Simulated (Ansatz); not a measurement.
# BH5SSi: basis-set convergence

An exercise on one series of results from a longer session: the logs are not shown, and one member is left open.

Method: one geometry, several basis sets; program: Ansatz 0.2.0, Gaussian basis.

The runs, in order: PBE0-D4/def2-SVP; ωB97M-V/def2-SVP; PBE0-D4/def2-QZVPP; ωB97M-V/def2-QZVPP; the functionals' def2-TZVPP values are taken from earlier runs.

### The relaxed structure

An earlier PBE0-D4 in a triple-zeta def2 set relaxation fixed the geometry.

SMILES `BS[SiH3]`, 8 atoms, charge 0, spin multiplicity 1.

Atoms are counted from 1 here; the program's logs count them from 0.

Bond lengths: B1–S2 1.775 Å, B1–H4 1.195 Å, B1–H5 1.192 Å, S2–Si3 2.156 Å, Si3–H6 1.482 Å, Si3–H7 1.482 Å, Si3–H8 1.483 Å. Angles: S2–B1–H4 121.4°, S2–B1–H5 116.9°, H4–B1–H5 121.7°, B1–S2–Si3 99.5°, S2–Si3–H6 109.9°, S2–Si3–H7 109.9°, S2–Si3–H8 107.0°, H6–Si3–H7 110.0°, H6–Si3–H8 110.0°, H7–Si3–H8 110.0°.

Coordinates:

| atom | x (Å) | y (Å) | z (Å) |
| --- | --- | --- | --- |
| B1 | -1.1726 | 1.0883 | -0.5645 |
| S2 | -1.2431 | -0.4395 | 0.3359 |
| Si3 | 0.8629 | -0.8860 | 0.4473 |
| H4 | -0.1308 | 1.5571 | -0.9134 |
| H5 | -2.2115 | 1.6219 | -0.8031 |
| H6 | 1.5703 | 0.1967 | 1.1717 |
| H7 | 1.4207 | -1.0315 | -0.9184 |
| H8 | 0.9963 | -2.1640 | 1.1886 |

The first run:

Contents of in.yaml:

```yaml
crystal:
  periodic: [false, false, false]
  atoms:
    - {symbol: B, position_ang: [-1.172615, 1.088331, -0.564450]}
    - {symbol: S, position_ang: [-1.243134, -0.439550, 0.335900]}
    - {symbol: Si, position_ang: [0.862860, -0.886042, 0.447332]}
    - {symbol: H, position_ang: [-0.130785, 1.557125, -0.913422]}
    - {symbol: H, position_ang: [-2.211502, 1.621919, -0.803137]}
    - {symbol: H, position_ang: [1.570266, 0.196698, 1.171734]}
    - {symbol: H, position_ang: [1.420685, -1.031522, -0.918390]}
    - {symbol: H, position_ang: [0.996322, -2.163958, 1.188635]}
basis:
  gaussian: {orbitals: def2-SVP}
hamiltonian: {xc: pbe0, dispersion: d4}
output: {orbitals: {seedname: orbitals}}
```

Command:

```console
$ ansatz run in.yaml --threads 2 --pin off --events-out ev --progress --plain --max-ram 4352MiB
```

Steps of the session up to this table: PBE0-D4 in def2-SVP; ωB97M-V in def2-SVP; PBE0-D4 in def2-QZVPP; ωB97M-V in def2-QZVPP.

One of the session's tables, all rows but one given; the rest of the session is left out.

It belongs to the step «Density functionals: the series». 

```
functional       basis  HOMO (eV)
   PBE0-D4    def2-SVP      -8.25
   PBE0-D4  def2-TZVPP      -8.27
   PBE0-D4  def2-QZVPP      -8.28
   ωB97M-V    def2-SVP     -10.34
   ωB97M-V  def2-TZVPP          ?
   ωB97M-V  def2-QZVPP     -10.42
```

**Question.** Estimate the row for ωB97M-V, def2-TZVPP.

The run gave: HOMO (eV): -10.41. In the column «HOMO (eV)» it lies between ωB97M-V, def2-QZVPP (-10.42) and ωB97M-V, def2-SVP (-10.34).
